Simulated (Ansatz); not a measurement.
## Cs2Ta: from a trial structure to a relaxed crystal

These are results of Ansatz, DFT PBE, scalar-relativistic, plane waves, PAW, not measurements. Cutoff 420 eV, Γ-centred k mesh, Gaussian smearing, no spin polarisation in the final step.

The start puts Cs2Ta on the sites of a reported TbCd2 cell (P6/mmm, No. 191), with Ta in place of Tb, Cs in place of Cd, at a guessed volume.

```
CELL_PARAMETERS angstrom
5.46821 0.00000 0.00000
-2.73410 4.73561 0.00000
0.00000 0.00000 3.84614
ATOMIC_POSITIONS crystal
Cs 0.33333 0.66667 0.50000
Cs 0.66667 0.33333 0.50000
Ta 0.00000 0.00000 0.00000
```

Cell and atoms relax at zero pressure; the relaxation can't lower the symmetry of the start. After a coarse first stage the cell is made exact in the group found at 0.06 Å.

The zero of energy is the elements' standard structures at the same level; no fitted shifts are applied.

Q: Describe the relaxed structure.

A: It keeps P6/mmm (No. 191), but not the shape of the type it started on. Conventional cell: a = 6.722 Å, c = 3.207 Å. Cs has 2 Cs at 3.21 Å; around Ta lie 2 Ta at 3.21 Å and 12 Cs at 4.20 Å.

```
Cs Ta
1.0
     6.72249    0.00000    0.00000
    -3.36125    5.82185    0.00000
     0.00000    0.00000    3.20742
Cs Ta
2 1
Direct
  0.33333 0.66667 0.50000
  0.66667 0.33333 0.50000
  0.00000 0.00000 0.00000
```

Q: What are its volume, energy, density and gap?

A: The volume per atom is 41.84 Å³ and the density is 5.91 g/cm³. The energy over the elements is 1.88 eV/atom and the gap on the 12×12×14 mesh is 0 eV (a metal).

The final run used a 12×12×14 mesh on its 3-atom cell and 0.10 eV smearing. For metals, differences of a few meV/atom aren't resolved. Spin–orbit coupling is left out. A structure relaxed within its symmetry needn't be a true minimum.

Cost: 4 runs of about 2.4 core-minutes in all, on Arm Neoverse V1 (shared hosts).